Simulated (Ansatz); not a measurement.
A run of Ansatz (development build ahead of 0.2.0) on singlet H₅O₂(+) at this shape:

```xyz
7

H     0.0000    0.0000   -0.0228
O     1.0963    0.0389    0.0301
O    -1.0963   -0.0389    0.0301
H     1.4769    0.7382    0.4336
H    -1.4769   -0.7382    0.4336
H     1.5962   -0.2166   -0.6632
H    -1.5962    0.2166   -0.6632
```

Its results:

```
Converged                       : yes
Total energy                    : -152.42180 hartree
Spin squared of the determinant : 0.000
```

Problem. Which input gives this output? Name the method, the orbitals and the basis set, and write the input.

Solution. RHF in cc-pVTZ. An unrestricted run that stays on the closed shell gives the same numbers.

```yaml
crystal:
  periodic: [false, false, false]
  atoms:
    - { symbol: H, position_ang: [0.0, 0.0, -0.02282] }
    - { symbol: O, position_ang: [1.09635, 0.03891, 0.03012] }
    - { symbol: O, position_ang: [-1.09635, -0.03891, 0.03012] }
    - { symbol: H, position_ang: [1.47692, 0.73821, 0.43363] }
    - { symbol: H, position_ang: [-1.47692, -0.73821, 0.43363] }
    - { symbol: H, position_ang: [1.59622, -0.21658, -0.66318] }
    - { symbol: H, position_ang: [-1.59622, 0.21658, -0.66318] }
basis:
  gaussian: { orbitals: cc-pVTZ }
total_charge: 1
hamiltonian:
  xc: hf
```

Caution: no unrestricted run beside it, a lower state can exist.
